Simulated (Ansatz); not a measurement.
Basis-set extrapolation for C3H7NOS (`CC(N)(O)C=S`) (PBE0-D4/def2-TZVP geometry, frozen core, the Gaussian-basis code of Ansatz). Multiplicity 1, RHF reference.

```
                      def2-TZVPP   def2-QZVPP
                 HF  -644.609112  -644.631535
    MP2 correlation    -1.130904    -1.212643
CCSD(T) correlation    -1.225468      not run
```

Energies in hartree. Use E(X) = E(∞) + A·exp(−7.88·√X) for Hartree–Fock and E(X) = E(∞) + B·X^(−2.97) for correlation, with X = 3 and 4, and add CCSD(T) minus MP2 of the smaller set to the MP2 limit.

Question: What is the CCSD(T) energy at the basis-set limit?

Answer: HF limit: -644.631535 + (-0.022423) × 0.13774 = -644.63462. MP2 limit: -1.212643 + (-0.081739) × 0.74074 = -1.27319. Higher-order term: -1.225468 − (-1.130904) = -0.09456. Total: -646.00237 hartree, 4.57 eV below CCSD(T)/def2-TZVPP.
